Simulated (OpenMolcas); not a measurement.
## HNO3 (peroxynitrous acid): a line through the functionals

The species is HNO3 (5 atoms), meant as a singlet with charge 0. As SMILES, `O=NOO`. The coordinates come from a PBE0-D4/def2-TZVP relaxation. This is one conformer, not always the lowest.

The vertical ionisation energy (to the doublet cation) y, in eV, basis 6-311+G(d,p); a is the functional's share of exact exchange. Programs: OpenMolcas 26.06.

| functional | program | a | y (eV) |
| --- | --- | --- | --- |
| revPBE | OpenMolcas | 0 | 11.60 |
| r2SCAN | OpenMolcas | 0 | 11.87 |
| B3LYP | OpenMolcas | 0.2 | 12.05 |
| PBE0 | OpenMolcas | 0.25 | ? |
| BHLYP | OpenMolcas | 0.5 | 12.41 |

**Question.** Fit y = c + s·a to the known rows and predict PBE0.

**Answer.** 
1. Means of the 4 rows: a = 0.1750, y = 11.982.
2. Σ(Δa)² = 0.1675, Σ(Δa·Δy) = 0.22725, so the slope is 0.22725/0.1675 = 1.3567.
3. Intercept: 11.982 − (1.3567) × 0.1750 = 11.745. The largest residual of the fit is 0.14.
4. PBE0: 11.745 + (1.3567) × 0.25 = 12.08 eV.

The run gave 11.97 eV, so the prediction is off by +0.11 eV, within the scatter of the fit. The rows mix families of semi-local functionals, which the line can't see.
